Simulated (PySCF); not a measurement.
Relaxation of doublet [SiF2]+

These are results of PySCF, UPBE0, basis Si def2-TZVP, F def2-TZVP (no relativity, density fitting), not measurements. A (50,194) grid was used.

A hand-made bent start, of C2v symmetry, held to at least that symmetry:

Coordinates in bohr (charge 1 multiplicity 2):
```
Si    0.0000    0.0000   -1.1012
F     2.7307    0.0000    0.8108
F    -2.7307    0.0000    0.8108
```

At each step, columns x, y, z (Å) and Fx, Fy, Fz (eV/Å):

```
step 0  E − E(last) = 154.81 kJ/mol
Si   0.000   0.000  -0.583   0.000   0.000   6.483
F    1.445   0.000   0.429  -4.201   0.000  -3.241
F   -1.445   0.000   0.429   4.201   0.000  -3.241
step 1  E − E(last) = 0.82 kJ/mol
Si   0.000   0.000  -0.423   0.000   0.000   0.596
F    1.340   0.000   0.349  -0.528   0.000  -0.298
F   -1.340   0.000   0.349   0.528   0.000  -0.298
step 2  E − E(last) = 0.07 kJ/mol
Si   0.000   0.000  -0.424   0.000   0.000   0.200
F    1.327   0.000   0.350  -0.118   0.000  -0.100
F   -1.327   0.000   0.350   0.118   0.000  -0.100
step 3  E − E(last) = 0.01 kJ/mol
Si   0.000   0.000  -0.415   0.000   0.000  -0.049
F    1.330   0.000   0.345   0.011   0.000   0.024
F   -1.330   0.000   0.345  -0.011   0.000   0.024
step 4  E − E(last) = 0.00 kJ/mol
Si   0.000   0.000  -0.418   0.000   0.000  -0.002
F    1.328   0.000   0.347   0.003   0.000   0.001
F   -1.328   0.000   0.347  -0.003   0.000   0.001
```

It ends at C2v with Si–F 1.533 Å (×2); F–Si–F 119.9° (after a last refinement on a finer grid). A frequency run shows a minimum. Other isomers or separated fragments may lie lower.

The relaxation took 5 s on 4 threads of a shared Arm Neoverse V2 host, with 99 basis functions and 6 gradients; the process peaked at 0.55 GiB.
